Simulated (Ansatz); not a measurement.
System: CHN, charge 0, singlet. CHN (methanidylidyneazanium, SMILES [C-]#[NH+]).
B3LYP-D3(BJ)/def2-TZVP minimum from Ansatz (a quantum-chemistry and plane-wave program):
```xyz
3

C      0.0000     0.0000    -0.7364
N      0.0000     0.0000     0.4276
H      0.0000     0.0000     1.4250
```

Property: atomisation energy (electronic, to ground-state atoms), in kcal/mol. UHF or UKS for unpaired electrons; spin-orbit terms are left out. CBS(X,Y): correlation extrapolated as X^-3, Hartree-Fock from the larger set (Q,5: extrapolated as (X+1)exp(-9√X)). A bracket is a step between two methods taken in the basis named. Functionals run without relativity, which enters their misses. Double hybrids freeze cores in their MP2 part. '+ core + X2C': CCSD(T) terms for core correlation (cc-pwCVTZ) and scalar relativity (cc-pVTZ-DK). Where a partner has so few electrons that a lower coupled-cluster level is exact, that level stands in.

CCSD(T)/CBS(cc-pVQZ,cc-pV5Z) + [CCSDT(Q) - CCSD(T)]/cc-pVQZ + [CCSDTQ - CCSDT(Q)]/cc-pVDZ + core + X2C (Ansatz) gives 297.8 kcal/mol.

What does PBE/def2-TZVPD (Ansatz) give here, and how do the other levels compare?

PBE gives 310.8 kcal/mol, 13.0 kcal/mol above it. Differences of the others: r2SCAN/def2-TZVPD (Ansatz) -4.7; PBE0/def2-TZVPD (Ansatz) -0.9; wB97M-V/def2-TZVPD (Ansatz) 3.2; B2PLYP/def2-TZVPD (Ansatz) -1.2; CCSD(T)/CBS(cc-pVQZ,cc-pV5Z) + core + X2C (Ansatz) -0.1 kcal/mol. Nearer than PBE: r2SCAN/def2-TZVPD, PBE0/def2-TZVPD, wB97M-V/def2-TZVPD, B2PLYP/def2-TZVPD, CCSD(T)/CBS(cc-pVQZ,cc-pV5Z) + core + X2C.
